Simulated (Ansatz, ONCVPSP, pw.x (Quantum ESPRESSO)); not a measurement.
From atom to crystal: ONCV potential for Ni

- Element: nickel
- Generator: ONCVPSP 4.0.1.1 (patched build)
- Type: optimised norm-conserving Vanderbilt (ONCV)
- Functional: LDA (Perdew-Wang 92)
- Relativity: scalar-relativistic
- Frozen core: [Ar]
- Valence charge: 10
- Reference configuration: 3d8 4s2
- Partial waves: 4s: rc 2.20 bohr, ncon 3, nbas 6, qcut 3.6 1/bohr, 3 projectors, debl 3.2 Ha; p scattering state at 0.16 Ha: rc 2.20 bohr, ncon 4, nbas 7, qcut 3.8 1/bohr, 2 projectors, debl 2.9 Ha; 3d: rc 1.30 bohr, ncon 4, nbas 8, qcut 10.7 1/bohr, 2 projectors, debl 2 Ha; f scattering state at 0.43 Ha: rc 1.85 bohr, ncon 4, nbas 9, qcut 6.1 1/bohr, 2 projectors, debl 3.5 Ha
- Local potential: polynomial inside 1.20 bohr (lpopt 3, dvloc0 1 Ha)
- Core correction: Teter function, fcfact 3.75, rcfact 1.3

In the p channel the program set the typed energies aside and used 0.050, 2.950 Ha.

Atomic tests: cutoffs needed: 51 Ha and 60 Ha (the cutoffs (Ha) at which the residual kinetic energy of the hardest occupied pseudo-wave falls to 1 and 0.1 mHa per electron); ghost test: no bound ghost flagged; GHOST(+) flagged for s at 175.8 eV, s at 177.1 eV; largest excitation error: -112 meV (all-electron minus pseudo) for 3d7 4s2, out of 4 test configurations.

Crystal test: bcc Ni in pw.x 7.5, no spin, 17³ k-points, Fermi–Dirac smearing 0.01 Ry, cutoffs 140/560 Ry. The lattice is a test structure that the element need not adopt, and mesh and smearing are coarse. Spin polarisation and strong correlation are left out, which matters for this element.

pw.x input:

```
&control
  calculation='scf', prefix='x', pseudo_dir='./', outdir='./tmp', tstress=.true., disk_io='none'
/
&system
  ibrav=0, nat=1, ntyp=1, ecutwfc=140, ecutrho=560, nbnd=12,
  occupations='smearing', smearing='fd', degauss=0.01
/
&electrons
  conv_thr=1e-09, mixing_beta=0.4, electron_maxstep=70
/
ATOMIC_SPECIES
Ni 1.0 Ni.UPF
CELL_PARAMETERS angstrom
  -1.36212219 1.36212219 1.36212219
  1.36212219 -1.36212219 1.36212219
  1.36212219 1.36212219 -1.36212219
ATOMIC_POSITIONS crystal
Ni 0.0000 0.0000 0.0000
K_POINTS automatic
17 17 17 0 0 0
```

```bash
pw.x < Ni.scf.in > Ni.scf.out
```

How does the run end?

It converges; the pressure is -5.30 GPa against -0.57 GPa from all-electron LAPW. This is a poor potential for the solid. The log shows:

```
     using ibrav=0 with symmetry is DISCOURAGED, use correct ibrav instead
     lattice parameter (alat)  =       4.4584  a.u.
     unit-cell volume          =      68.2189 (a.u.)^3
     number of electrons       =        10.00
     number of Kohn-Sham states=           12
     kinetic-energy cutoff     =     140.0000  Ry
     charge density cutoff     =     560.0000  Ry
     scf convergence threshold =      1.0E-09
     Exchange-correlation= SLA  PW   NOGX NOGC
     number of k points=   165  Fermi-Dirac smearing, width (Ry)=  0.0100
     iteration #  1     ecut=   140.00 Ry     beta= 0.40
     total energy              =     -81.02494440 Ry
     estimated scf accuracy    <       0.00182104 Ry
     iteration #  2     ecut=   140.00 Ry     beta= 0.40
     total energy              =     -81.02488697 Ry
     estimated scf accuracy    <       0.00059899 Ry
     iteration #  3     ecut=   140.00 Ry     beta= 0.40
     total energy              =     -81.02488380 Ry
     estimated scf accuracy    <       0.00017609 Ry
     iteration #  4     ecut=   140.00 Ry     beta= 0.40
     total energy              =     -81.02489857 Ry
     estimated scf accuracy    <       0.00000016 Ry
     iteration #  5     ecut=   140.00 Ry     beta= 0.40
     total energy              =     -81.02489870 Ry
     estimated scf accuracy    <       0.00000004 Ry
     iteration #  6     ecut=   140.00 Ry     beta= 0.40
     the Fermi energy is    14.6333 ev
!    total energy              =     -81.02489870 Ry
     estimated scf accuracy    <          1.9E-10 Ry
     smearing contrib. (-TS)   =      -0.00837561 Ry
     The total energy is F=E-TS. E is the sum of the following terms:
     one-electron contribution =      -6.03203928 Ry
     hartree contribution      =      16.95810316 Ry
     xc contribution           =     -21.25144703 Ry
     ewald contribution        =     -70.69113993 Ry
     convergence has been achieved in   6 iterations
          total   stress  (Ry/bohr**3)                   (kbar)     P=      -52.96
     Message from routine punch:
     Nothing written, as per user request (disk_io='none')
```
